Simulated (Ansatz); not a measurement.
For C (P6₃/mmc, No. 194; start mp-47), PBE (Ansatz, a quantum-chemistry and plane-wave program, PAW) gives:

- lattice parameter a = 2.512 Å
- lattice parameter c = 4.180 Å

Q: What does PBE-D3(BJ) in Ansatz (plane waves, PAW) give for the same quantities?

A: 
- lattice constant a: 2.501 Å (decreases by 0.4 %)
- lattice parameter c: 4.163 Å (decreases by 0.4 %)

Changes are worked out from the printed values.

Unless a cell is named, each level is at its own relaxed cell (PBE 5.71, PBE-D3(BJ) 5.64 Å³/atom).

Caveats: the relaxation could not lower the start's symmetry, so the cell can be a saddle point above a distorted one (PBE, PBE-D3(BJ)). Ansatz's density-functional and Hartree–Fock values are scalar-relativistic unless marked +SOC, with PAW data made under PBE.

A start named mp-… is a Materials Project structure, which can be a computed phase never made.
